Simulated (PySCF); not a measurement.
Compound: thioacetamide, C₂H₅NS.
Atom-mapped SMILES: `[CH3:1][C:2]([NH2:3])=[S:4]` (hydrogens: H5, H6, H7 on C1; H8, H9 on N3)

Structure used (PBE0-D3(BJ)/def2-SVP), in Å, numbered top down from 1:
```xyz
9
C2H5NS angstrom
C     -1.081    0.066    0.185
C      0.311    0.419   -0.264
N      1.238   -0.518   -0.004
S      0.678    1.839   -1.018
H     -1.100   -0.120    1.272
H     -1.425   -0.853   -0.317
H     -1.770    0.883   -0.052
H      2.194   -0.345   -0.290
H      1.009   -1.392    0.451
```

Computed, not measured: TDDFT B3LYP/def2-SVPD, vertical, gas phase, core orbitals frozen in the response in PySCF 2.14.0, density-fitted response routines.

Ground-to-excited transition dipoles (e·a0, same axes as the geometry; the sign carries no meaning), for the states with f of 0.002 or more among the lowest 6:

```tsv
state	E (eV)	μx	μy	μz
S2	4.986	-0.514	-0.451	0.311
S3	5.248	-0.300	1.082	-0.437
S5	6.264	0.162	-0.167	0.043
S6	6.369	0.235	0.527	-0.290
```

(1) What oscillator strength does each state have?

(2) What angle do the transition dipoles of S2 and S6 make?

(3) How is the summed strength of these states shared among x, y and z?

(4) What peak molar absorption coefficient would the strongest computed level give as a lone Gaussian band 0.4 eV wide at half height?

## Answers

(1) f = (2/3) ΔE |μ|² with ΔE in hartree (27.2114 eV).

```tsv
state	|μ|² (au)	|μ| (D)	f
S2	0.564	1.91	0.069
S3	1.451	3.06	0.187
S5	0.056	0.60	0.009
S6	0.418	1.64	0.065
```

(2) |cos θ| = |μa·μb| / (|μa| |μb|) = 0.92, so θ ≈ 22° (taken between 0 and 90°, since the signs are arbitrary).

(3) (2/3) Σ ΔE μα² gives 0.057 for x, 0.223 for y and 0.050 for z, 0.329 in all.

(4) ε(max) = 2.175×10⁸ f / FWHM, with the width in cm⁻¹. S3: 2.175×10⁸ × 0.1866 / 3226 ≈ 13000 L mol⁻¹ cm⁻¹.

One conformer stands for the species.
